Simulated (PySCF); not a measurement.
```xyz
2

C     0.0000    0.0000   -0.6110
N     0.0000    0.0000    0.5238
```

Basis set: cc-pVTZ (spherical functions). Frozen core: 2 orbitals. Charge -1, multiplicity 1.

Starred EOM-CCSD(T)(a) on the restricted Hartree–Fock determinant with PySCF 2.14.0; the energies are vertical.

**Question.** The solver was asked for the few lowest roots only. Give the ionization energies of singlet CN(-) among them whose weight of singles is over 0.7.

**Answer.**

| root | energy (eV) | weight of singles |
| --- | --- | --- |
| 1 | 3.41 | 0.94 |
| 2 | 4.94 | 0.96 |
| 3 | 4.94 | 0.96 |

Higher main lines weren't sought. Caution: no diffuse functions for an anion.
